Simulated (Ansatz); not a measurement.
## Strength of the C–H bond: C4H10 → C4H9 + H

Species: C4H10 (butane) `CCCC`, singlet; C4H9 (2-butyl radical) `C[CH]CC`, doublet; H atom, doublet. 

Shapes, held fixed at every level: PBE0-D4/def2-TZVP. Flexible molecules stand in one conformer, not always the lowest. Programs: Ansatz 0.2.0. The zero-point and thermal change to 298 K, harmonic and unscaled (PBE0-D4/def2-TZVP), is -32.4 kJ/mol.

```tsv
level	kind	ΔH(298 K) (kJ/mol)	less CCSD(T)/CBS estimate	CPU time (sum over the molecules)
HF/def2-SVP	Hartree–Fock	+306.0	-109.8	–
SPW92/def2-TZVPP	LDA	+437.2	+21.4	12 s
B3LYP-D4/def2-TZVPP	global hybrid	+400.2	-15.6	37 s
r2SCAN0-D4/def2-TZVPP	global hybrid	+387.3	-28.5	46 s
B2PLYP/def2-TZVPP	double hybrid	+402.4	-13.4	40 s
MP2/def2-TZVPP	perturbation theory	+409.6	-6.2	–
CCSD(T)/def2-TZVPP	coupled cluster or CI	+409.5	-6.3	1.6 h
CCSD(T)/CBS estimate	coupled cluster or CI	+415.8	0.0	1.7 h
```

The highest level, CCSD(T)/CBS estimate, gives ΔH(298 K) = +415.8 kJ/mol; the levels span +306.0 to +437.2. The column of differences is taken from that level and isn't an error. Hartree–Fock misses the correlation of the pair that is broken and comes out low. No measured value is set beside it here. Open shells run unrestricted unless RO is named. The CBS estimate extrapolates MP2 from def2-TZVPP and def2-QZVPP and adds CCSD(T) − MP2 in the triple-zeta set, cores frozen. Times are processor times on shared x86 and Arm servers, and rough.
